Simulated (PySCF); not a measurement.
Species, as SMILES: OCl (OH-Cl).
Geometry (B3LYP-D3(BJ)/def2-TZVP, fixed):
```xyz
3

O      0.0220     1.1044    -0.0012
H     -0.9233     1.3146     0.0160
Cl     0.0439    -0.5970    -0.0004
```
Charge 0, spin multiplicity 1.

Basis-set convergence of the isotropic shielding of Cl3 at HF with PySCF. GIAO, no density fitting; atoms are numbered in the order shown. All functions are spherical. No added dispersion term, no relativity. Reference: the value in pcSseg-3, 202.50 ppm, itself unsure by roughly 16.21 ppm (its mean distance from pcseg-3, pcSseg-2). Deviations are taken from unrounded values.

```csv
basis,functions,isotropic shielding of Cl3 (ppm)
6-31G*,34,335.49
6-31+G*,42,307.97
def2-SVP,37,353.14
def2-SVPD,58,312.98
pcseg-1,37,268.73
aug-pcseg-1,59,239.91
cc-pV(D+d)Z,42,344.71
aug-cc-pV(D+d)Z,64,288.45
6-311G**,50,325.34
6-311+G**,58,296.65
def2-TZVP,74,192.42
def2-TZVPD,95,178.91
pcseg-2,78,238.58
aug-pcseg-2,119,217.50
cc-pV(T+d)Z,83,263.43
aug-cc-pV(T+d)Z,124,247.37
def2-TZVPP,87,193.15
def2-TZVPPD,108,179.31
def2-QZVPP,157,208.50
def2-QZVPPD,178,204.84
```

What the diffuse functions change, pair by pair:
- 6-31G* to 6-31+G*: 8 more functions, deviation 132.99 to 105.47 ppm
- def2-SVP to def2-SVPD: 21 more functions, deviation 150.64 to 110.48 ppm
- pcseg-1 to aug-pcseg-1: 22 more functions, deviation 66.23 to 37.41 ppm
- cc-pV(D+d)Z to aug-cc-pV(D+d)Z: 22 more functions, deviation 142.21 to 85.95 ppm
- 6-311G** to 6-311+G**: 8 more functions, deviation 122.84 to 94.15 ppm
- def2-TZVP to def2-TZVPD: 21 more functions, deviation -10.08 to -23.59 ppm
- pcseg-2 to aug-pcseg-2: 41 more functions, deviation 36.08 to 15.00 ppm
- cc-pV(T+d)Z to aug-cc-pV(T+d)Z: 41 more functions, deviation 60.93 to 44.87 ppm
- def2-TZVPP to def2-TZVPPD: 21 more functions, deviation -9.35 to -23.19 ppm
- def2-QZVPP to def2-QZVPPD: 21 more functions, deviation 6.00 to 2.34 ppm

They bring the value nearer the reference by more than 16.21 ppm in 6 of 10 pairs.
